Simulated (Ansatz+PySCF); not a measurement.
Values are calculated unless marked as measured or tabulated.
## PySCF 2.14.0 run

```python
from pyscf import gto, scf, cc

mol = gto.M(atom="""
C 0.000000 0.000000 0.000000
Mg 0.623870 0.831820 1.800950
""", basis='sto-3g', charge=1, spin=3)
mf = scf.UHF(mol)
mf.kernel()
mycc = cc.CCSD(mf, frozen=2).run()
et = mycc.ccsd_t()
print(mf.e_tot, mycc.e_corr, et, mycc.e_tot + et)
```

The script is written out from the run's settings.

Output:

- Converged: yes
- Reference energy: -234.21147 hartree
- CCSD correlation energy: -0.04625 hartree
- Triples correction: -0.00151 hartree
- Total energy: -234.25922 hartree
- Spin squared of the determinant: 3.768
